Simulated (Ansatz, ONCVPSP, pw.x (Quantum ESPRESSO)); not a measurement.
## Equation-of-state test of one ONCV potential (aluminium)

ONCVPSP 4.0.1.1 (patched build) input, shortened (lines: element, Z, core and valence counts, functional; n l f; lmax; l rc ep ncon nbas qcut; lloc lpopt rc5 dvloc0; l nproj debl; icmod fcfact rcfact), LDA (Perdew-Wang 92), scalar-relativistic:

```
  Al 13.00    3    2  -001012      upf
    1    0    2.00
    2    0    2.00
    2    1    6.00
    3    0    2.00
    3    1    1.00
    2
    0    2.10    0.00    4    9    2.50
    1    2.20    0.00    5   10    4.00
    2    2.10    0.43    4    8    4.50
    0    5    2.10    0.00
    0    0    1.80
    1    2    2.50
    2    1    2.30
    3    3.25    1.70
```

Atomic tests: cutoffs needed: 16 Ha and 50 Ha (the cutoffs (Ha) at which the residual kinetic energy of the hardest occupied pseudo-wave falls to 1 and 0.1 mHa per electron); ghost test: no bound ghost flagged; no localised positive-energy state flagged; largest excitation error: -70 meV (all-electron minus pseudo) for 3s1 3p0, out of 4 test configurations.

Crystal test: bcc Al in pw.x 7.5, no spin, 14³ k-points, Fermi–Dirac smearing 0.01 Ry, cutoffs 120/480 Ry. The reference is all-electron LAPW (Ansatz 0.2.0) with the same functional, mesh and smearing; V0 and B0 come from Birch–Murnaghan fits to the pressures at five volumes. Errors are pseudo minus all-electron; Δ is the rms difference of the E(V) curves that follow from these fits, minima aligned, over ±6 % about the mean V0. Mesh and smearing are coarse, so the numbers serve the comparison and aren't converged zero-temperature values; the lattice is a test structure that the element need not adopt.

All-electron: a0 = 3.191 Å (V0 = 16.24 Å³/atom), B0 = 73.6 GPa.

Question: How far does the potential miss the all-electron equation of state?

Answer: mean pressure error (GPa): +1.25; a0 (Å): 3.208; a0 error (%): +0.54; B0 error (%): +0.1; Δ (meV/atom): 4.3. This is a poor potential for the solid.

| V (Å³/atom) | P all-electron (GPa) | P pseudo (GPa) |
| --- | --- | --- |
| 15.411 | 4.35 | 5.89 |
| 15.816 | 2.08 | 3.46 |
| 16.222 | 0.10 | 1.34 |
| 16.628 | -1.63 | -0.52 |
| 17.033 | -3.14 | -2.15 |

Question: At the middle volume, how do free energy and pressure move when the wave cutoff is lowered (ecutrho kept at four times it)?

Answer:

```tsv
cutoff (Ry)	shift of F (meV/atom)	shift of P (GPa)
54	+24.0	-0.29
72	+14.8	-0.03
96	+5.9	-0.39
```

The run at the middle volume (104 k-points, 6 iterations) took about 40 s on one core of a shared host (Neoverse-N1, 64 threads, 124 GiB, load 61).
